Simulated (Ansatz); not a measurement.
in.yaml

```yaml
crystal:
  periodic: [false, false, false]
  atoms:
    - {symbol: Ge, position_ang: [-0.641350, -0.004588, 0.002948]}
    - {symbol: F, position_ang: [2.622532, 0.018759, -0.012055]}
    - {symbol: H, position_ang: [-1.080775, 1.464277, 0.005888]}
    - {symbol: H, position_ang: [-1.059123, -0.744419, 1.279186]}
    - {symbol: H, position_ang: [-1.070854, -0.742825, -1.270315]}
basis:
  gaussian: {orbitals: cc-pVDZ}
magnetization: {spin_polarized: true, initial_magnetization: 0}
correlation: {method: ccsdt_q, electrons: outside_noble_gas}
```

```sh
$ ansatz run in.yaml --threads 1 --pin off --events-out ev --progress --plain --max-ram 2393MiB
```

Problem. Roughly how long does this take on 1 thread of Intel Xeon 6975P-C, shared host, and how much host memory?

Solution. 53 s wall and 0.65 GiB.

```
1042 factors; integrals over basis functions are off by at most 1.3e-7 eV
mean field evaluation 1: about -59217.1430 eV, gradient 2.9e1 eV
mean field evaluation 2: about -59217.1446 eV, gradient 2.9e1 eV
mean field evaluation 4: about -59220.8551 eV, gradient 3.8e0 eV
mean field evaluation 8: about -59220.9596 eV, gradient 1.1e-1 eV
mean field evaluation 16: about -59220.9597 eV, gradient 5.7e-5 eV
mean field evaluation 32: about -59217.4427 eV, gradient 3.4e1 eV
mean field evaluation 64: about -59223.1900 eV, gradient 1.6e-4 eV
mean field evaluation 96: about -59223.1900 eV, gradient 2.9e-2 eV
mean field evaluation 128: about -59223.0242 eV, gradient 1.1e-1 eV
mean field evaluation 160: about -59223.0460 eV, gradient 2.6e0 eV
...
cycle  29  -7.72831576 eV  change    2.1e-6 eV  update   8.0e-7
cycle  30  -7.72831579 eV  change   -3.1e-8 eV  update   1.5e-6
cycle  31  -7.72831574 eV  change    5.6e-8 eV  update   4.9e-7
cycle  32  -7.72831638 eV  change   -6.4e-7 eV  update   1.4e-6
cycle  33  -7.72831669 eV  change   -3.2e-7 eV  update   3.0e-7
cycle  34  -7.72831716 eV  change   -4.7e-7 eV  update   5.7e-7
cycle  35  -7.72831739 eV  change   -2.3e-7 eV  update   1.5e-7
cycle  36  -7.72831737 eV  change    2.3e-8 eV  update   1.3e-7
cycle  37  -7.72831738 eV  change   -1.3e-8 eV  update   1.2e-7
cycle  38  -7.72831729 eV  change    8.4e-8 eV  update   1.4e-7
perturbative correction -0.04927053 eV, -0.0018106586 hartree
WARN: these amplitudes may be one of several solutions (largest doubles amplitude 0.60, level shift 0.00 eV)
Total energy: -59230.96759869 eV, -2176.6979110599 hartree
```
